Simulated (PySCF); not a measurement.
Molecule: `C/C=C1\C[C@H]1O`, C$_{5}$H$_{8}$O.

Mapped SMILES: `[CH3:1]/[CH:2]=[C:3]1\[CH2:4][C@H:5]1[OH:6]`. Each H is labelled by its parent atom. Ha(C4) is cis to O6 on the ring; Hb(C4) is trans to O6 on the ring.

Geometry PBE0-D3(BJ)/def2-SVP throughout; GIAO in PySCF 2.14.0 with density-fitted response routines, gas phase, one conformer, non-relativistic; equivalent atoms averaged; basis pcSseg-1.

(1) How do the shifts δ (against TMS at the same level) depend on the functional? (a selection of nuclei; ppm; last column core-seconds on shared hosts with different chips, so compare them loosely; the GGAs took longer than the global hybrids here, which isn't the general rule, and the cause wasn't traced)

(2) Which nucleus among those listed moves most, in ppm?

Answers

(1) 
```csv
functional,kind,C3,C2,C5,C1,C4,H(C2),H(C5),H(C1),Hb(C4),core-s
HF,Hartree–Fock,132.0,125.7,40.3,17.9,8.7,6.27,3.46,1.96,1.13,4.1
LDA,LDA,142.0,131.2,54.8,19.6,16.2,6.50,3.98,1.95,1.41,11
PBE,GGA,136.2,126.3,53.0,20.3,15.5,6.42,3.83,1.95,1.38,14
BLYP,GGA,137.4,126.5,53.7,20.5,15.5,6.33,3.81,1.95,1.36,16
BP86,GGA,136.3,126.2,53.1,20.6,15.6,6.40,3.84,1.96,1.37,17
OPBE,GGA,129.8,121.8,50.7,20.2,15.2,6.46,3.75,1.96,1.41,17
KT2,GGA,128.1,119.5,51.7,20.1,15.1,6.31,3.86,1.94,1.39,18
KT3,GGA,126.2,118.1,50.8,20.1,14.9,6.28,3.76,1.94,1.38,18
B97-D,GGA,131.6,122.5,51.6,20.6,14.8,6.34,3.79,1.97,1.37,19
B3LYP,global hybrid,137.5,127.6,50.9,19.9,14.2,6.32,3.72,1.95,1.29,12
PBE0,global hybrid,136.2,127.5,49.7,19.7,14.0,6.40,3.71,1.95,1.29,12
mPW1PW91,global hybrid,136.1,127.5,49.6,19.9,14.0,6.38,3.69,1.95,1.29,11
WP04,global hybrid,136.2,127.1,51.4,21.0,14.7,6.07,3.54,1.89,1.26,9.8
B97-2,global hybrid,133.1,124.9,49.3,20.0,13.8,6.36,3.69,1.95,1.29,8.9
BHandHLYP,global hybrid,136.5,128.1,46.9,19.1,12.2,6.30,3.61,1.95,1.21,8.9
CAM-B3LYP,range-separated hybrid,138.6,129.2,49.7,19.0,13.5,6.31,3.70,1.92,1.23,12
wB97X-D,range-separated hybrid,136.5,127.6,49.2,19.6,13.7,6.33,3.66,1.92,1.23,12
LC-wPBE,range-separated hybrid,138.1,130.4,48.4,18.7,13.3,6.36,3.62,1.88,1.19,18
```

(2) C3 (fully substituted alkene carbon): from 126.2 ppm with KT3 to 142.0 ppm with LDA. The smallest spread is 0.09 ppm, at H(C1). Proton shifts span only some 12 ppm, so a few tenths of a ppm matter as much there as several ppm in carbon.
